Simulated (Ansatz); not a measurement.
Two shapes of singlet CHCl.

Shape 1:

```xyz
3

Cl    0.0000    0.5033   -1.2940
C     0.0000   -0.5964    0.1552
H     0.0000    0.0931    1.1388
```

Shape 2:

```xyz
3

Cl    0.0000    0.4660   -1.1982
C     0.0000   -0.5522    0.1437
H     0.0000    0.0862    1.0545
```

Basis set: def2-SVP (spherical functions). Frozen core: 6 orbitals. Charge 0, multiplicity 1.

Computed with Ansatz (development build ahead of 0.2.0); each method stands on the lowest determinant of its kind that the runs found.

**Question.** Which shape is lower in energy, and by how much in each method?

**Answer.**

```csv
method,E(2) − E(1) (eV)
RHF,-0.333
UHF,-0.311
RHF-MP2,-0.332
UHF-MP2,-0.340
RHF-CCSD(T),-0.247
```

Shape 2 is lower. Caution for RHF, RHF-MP2, RHF-CCSD(T): an unrestricted determinant lies well below. Caution for UHF, UHF-MP2: the unrestricted determinant is spin contaminated. Caution for UHF-MP2: a plain start can end on a higher determinant.
